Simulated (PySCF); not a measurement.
Structure problem from calculated spectra and properties.

Formula: C3H2FPS.

| Quantity | Value |
| --- | --- |
| 13C NMR | chemical shifts (computed TMS as zero) by class: 196.2 (1 C), 165.3 (1 C), 124.2 (1 C) ppm [GIAO PBE0/pcSseg-1] |
| UV, strongest line | among the 10 lowest singlet transitions: S6 at 6.16 eV (201 nm, f = 0.105) [TDDFT B3LYP/def2-SVPD] |
| Triplet | lowest triplet excitation (Tamm–Dancoff): 3.21 eV [TDA B3LYP/def2-SVPD] |
| Dipole | 1.87 D [B3LYP/def2-SVPD] |
| NMR, other nuclei | isotropic shieldings of nuclei other than C and H, by class: 292 (1 F), 129 (1 P), 225 (1 S) ppm [GIAO PBE0/pcSseg-1] |
| UV, first state | lowest singlet excitation: 4.79 eV (259 nm, f = 0.062) [TDDFT B3LYP/def2-SVPD] |
| Rotational structure | rotational constants A, B, C: 4.084, 2.315, 1.478 GHz [PBE0-D3(BJ)/def2-SVP] |
| Polarisability | 75.7 au [B3LYP/def2-SVPD] |

Gas-phase values; electronic properties from PySCF, density fitting. Levels stand in brackets. Isolated species at its PBE0-D3(BJ)/def2-SVP geometry, gas phase. NMR values are class means; diastereotopic atoms form classes of their own.

**Question.** Propose a structure and show how it fits.

**Answer.** Numbering: `[F:1][c:2]1[cH:3][s:4][cH:5][p:6]1`. 3 carbons fall into 3 classes; from least to most shielded: aromatic C–F carbon [C2] (196.2 ppm), aromatic CH next to a ring sulfur [C5] (165.3 ppm), aromatic CH next to a ring sulfur [C3] (124.2 ppm). The other shieldings belong to: 292 ppm, aryl fluorine [F1]; 129 ppm, phosphorus bonded to 2 C [P6]; 225 ppm, thiophene-type sulfur [S4]. The optimised geometry has point group Cs and is an asymmetric top. Structure: `FC1=CSC=P1`. The assignments are read from this structure; whether some other isomer fits the data as well wasn't checked.
